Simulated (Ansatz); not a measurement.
Input file:

```yaml
crystal:
  periodic: [false, false, false]
  atoms:
    - {symbol: Sb, position_ang: [-0.000377, -0.013858, 0.000529]}
    - {symbol: H, position_ang: [-0.001210, 0.807378, -1.479427]}
    - {symbol: H, position_ang: [0.046754, 0.866688, 1.415565]}
basis:
  gaussian: {orbitals: def2-SVP}
total_charge: 1
magnetization: {spin_polarized: true, initial_magnetization: 2}
hamiltonian: {xc: {name: B3LYP}}
correlation: {method: ccsdt_q, electrons: outside_noble_gas}
accuracy: high
scf: {lower_state_search: off}
```

```sh
$ ansatz run in.yaml --threads 1 --pin off --events-out ev --progress --plain --max-ram 2393MiB
```

The program prints:

```
these checks for a lower state are left out or cut short: stability, starts, cluster_reference, orbital_swaps, neighbouring_geometries, increment
822 factors; integrals over basis functions are off by at most 2.8e-9 eV
mean field evaluation 1: about -6561.0723 eV, gradient 6.3e0 eV
mean field evaluation 2: about -6561.0987 eV, gradient 6.2e0 eV
mean field evaluation 4: about -6561.3964 eV, gradient 3.3e-1 eV
mean field evaluation 8: about -6561.3976 eV, gradient 3.5e-2 eV
mean field evaluation 16: about -6561.3976 eV, gradient 2.0e-5 eV
mean field -6561.39759530 eV, -241.1269141524 hartree, gradient 4.7e-8 eV, S^2 2.001619; 0 other end points of the search recorded, 0 dependent functions left out
9 core orbitals not correlated: weight in the atoms' cores, before any rotation towards them, 0.999 or more for the frozen orbitals, at most 0.000 for the correlated occupied ones
reference -6532.29520762 eV, -240.0574211313 hartree; 4, 2 occupied and 23, 25 virtual orbitals, 822 factors
second order -1.92104554 eV of doubles, -0.17249290 eV of singles
cycle   1  -2.44867899 eV  change   -3.6e-1 eV  update   5.3e-2
cycle   2  -2.65240334 eV  change   -2.0e-1 eV  update   2.4e-2
cycle   3  -2.66477503 eV  change   -1.2e-2 eV  update   7.6e-3
cycle   4  -2.67057494 eV  change   -5.8e-3 eV  update   3.5e-3
cycle   5  -2.67020401 eV  change    3.7e-4 eV  update   1.0e-3
cycle   6  -2.66977861 eV  change    4.3e-4 eV  update   3.9e-4
cycle   7  -2.66998860 eV  change   -2.1e-4 eV  update   1.6e-4
cycle   8  -2.67001117 eV  change   -2.3e-5 eV  update   5.1e-5
cycle   9  -2.66998044 eV  change    3.1e-5 eV  update   1.9e-5
cycle  10  -2.66998285 eV  change   -2.4e-6 eV  update   7.5e-6
cycle  11  -2.66998666 eV  change   -3.8e-6 eV  update   3.6e-6
cycle  12  -2.66998590 eV  change    7.7e-7 eV  update   1.5e-6
cycle  13  -2.66998477 eV  change    1.1e-6 eV  update   6.6e-7
cycle  14  -2.66998439 eV  change    3.8e-7 eV  update   3.0e-7
cycle  15  -2.66998447 eV  change   -7.5e-8 eV  update   1.3e-7
cycle  16  -2.66998454 eV  change   -7.2e-8 eV  update   4.9e-8
cycle  17  -2.66998457 eV  change   -3.0e-8 eV  update   2.4e-8
cycle  18  -2.66998458 eV  change   -1.3e-8 eV  update   1.4e-8
cycle  19  -2.66998456 eV  change    1.6e-8 eV  update   1.6e-8
cycle  20  -2.66998456 eV  change    1.1e-9 eV  update   5.7e-9
cycle  21  -2.66998456 eV  change    2.1e-9 eV  update   1.8e-9
cycle  22  -2.66998456 eV  change   7.0e-10 eV  update  6.5e-10
cycle  23  -2.66998456 eV  change   1.8e-10 eV  update  2.2e-10
perturbative correction -0.00103674 eV, -0.0000380997 hartree
Total energy: -6534.96622892 eV, -240.1555793537 hartree
Checks for a lower state left out: stability, starts, cluster_reference, orbital_swaps, neighbouring_geometries, increment
```

Ran on 1 thread of Intel Xeon 6975P-C, shared host: 4.3 s wall, 0.17 GiB peak host memory.
